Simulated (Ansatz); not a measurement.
# BH: rigid scan of one bond length, by script

How does the energy of BH change as one bond is stretched? Aim: a rigid scan of one bond length, for BH, run from a script.

All numbers are computed with Ansatz 0.2.0, driven from Python. Level of theory: CAM-B3LYP/def2-TZVP.

## (1) Starting point

Bond lengths: B1–H2 1.135 Å.

The script holds or builds the structure itself.

## (2) The code

bh_scan.py

```python
"""Potential curve of BH along one bond."""

import ansatz as az
from ase.data import atomic_masses, atomic_numbers
import matplotlib.pyplot as plt
import numpy as np


def main() -> None:
    geometry_ang = [
        ("B", (0.0, 0.0, 0.0)),
        ("H", (0.0, 0.0, 1.135)),
    ]
    geometry = az.Crystal.molecule()
    for symbol, xyz in geometry_ang:
        geometry = geometry.atom(symbol, xyz)

    symbols = [site.symbol for site in geometry.cartesian_sites]
    start = np.array([site.position_ang for site in geometry.cartesian_sites])
    axis = (start[1] - start[0]) / np.linalg.norm(start[1] - start[0])
    moving = [1]
    lengths, energies = [0.999, 1.044, 1.09, 1.135, 1.18, 1.226, 1.271, 1.339], []
    for length in lengths:
        xyz = start.copy()
        xyz[moving] += (length - np.linalg.norm(start[1] - start[0])) * axis
        point = az.Crystal.molecule()
        for symbol, place in zip(symbols, xyz):
            point = point.atom(symbol, place.tolist())
        model = point.calculation().basis(gaussian="def2-TZVP").functional("cam_b3lyp")
        rep = model.run(threads=1, backend="cpu").report
        energies.append(rep["free_energy_ev"])
        print(f"r = {length:6.3f} A  E = {energies[-1]:.5f} eV  <S^2> = {abs(rep['mean_field']['state']['spin_squared']):.3f}")

    # quartic fit about the minimum
    fit = np.polynomial.Polynomial.fit(lengths, np.array(energies) - min(energies), 4).convert()
    roots = [r.real for r in fit.deriv().roots() if abs(r.imag) < 1e-9 and fit.deriv(2)(r.real) > 0]
    r_e = min(roots, key=lambda r: abs(r - lengths[int(np.argmin(energies))]))
    print(f"minimum of the fit at {r_e:.4f} A, force constant {fit.deriv(2)(r_e):.2f} eV/A^2")
    m1, m2 = (atomic_masses[atomic_numbers[s]] for s in symbols)
    mu = m1 * m2 / (m1 + m2)
    print(f"harmonic wavenumber {521.4709 * np.sqrt(fit.deriv(2)(r_e) / mu):.0f} 1/cm, rotational constant {16.857629 / (mu * r_e ** 2):.4f} 1/cm")
    plt.figure(figsize=(4.5, 3))
    plt.plot(lengths, np.array(energies) - min(energies), "o-")
    plt.xlabel("bond length (A)")
    plt.ylabel("E - E(min) (eV)")
    plt.tight_layout()
    plt.savefig("scan.png", dpi=100)


if __name__ == "__main__":
    main()
```

## (3) The calls as engine input

The package turns the script's settings into the engine's input (first run):

```yaml
crystal:
  periodic: [false, false, false]
  atoms:
    - { symbol: B, position_ang: [0.0, 0.0, 0.0] }
    - { symbol: H, position_ang: [0.0, 0.0, 0.999] }
basis:
  gaussian:
    orbitals: def2-TZVP
hamiltonian:
  xc: cam_b3lyp
```

## (4) Launch

Run with:

```console
$ python bh_scan.py
```

**Question.** Where along the scan is the B-H distance of lowest energy, and how steep are the two sides?

The runs gave:

| quantity | value |
| --- | --- |
| bond length at the fit's minimum | 1.2303 Å |
| runs compared | 8 |
| range of energy | 0.790 eV |
| lowest point, distance (Å) | 1.23 |

In words: The lowest point is at 1.226 Å. At the shortest distance (1.00 Å) the energy is 0.79 eV higher, at the longest (1.34 Å) 0.10 eV. Notes:
- The basis set is modest, and single-reference methods fail as a bond breaks.
- The orbitals are restricted, so S² is zero by construction.
